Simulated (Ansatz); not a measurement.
Cartesian coordinates in Å:
```
B -1.214 -0.146 -0.171
Si 0.748 0.176 0.066
Cl 1.736 -1.372 1.010
H -1.865 0.709 -0.699
H -1.767 -1.142 0.182
H 1.391 0.370 -1.263
H 0.971 1.405 0.875
```

The species carries charge 0 and has multiplicity 1.

List the CAM-B3LYP/def2-TZVPP orbital energies in eV (the Gaussian-basis code of Ansatz). (Best estimate.)

The calculation gave: Occupied: -2764.18, -1801.70, -258.97, -198.01, -197.88, -197.87, -186.46, -146.23, -101.61, -101.53, -101.51, -24.61, -17.48, -15.34, -12.53, -12.18, -11.64, -11.29, -10.24, -9.66. Lowest empty: -1.62, 1.19, 1.89, 2.28, 3.09, 3.20, 3.88, 4.11.
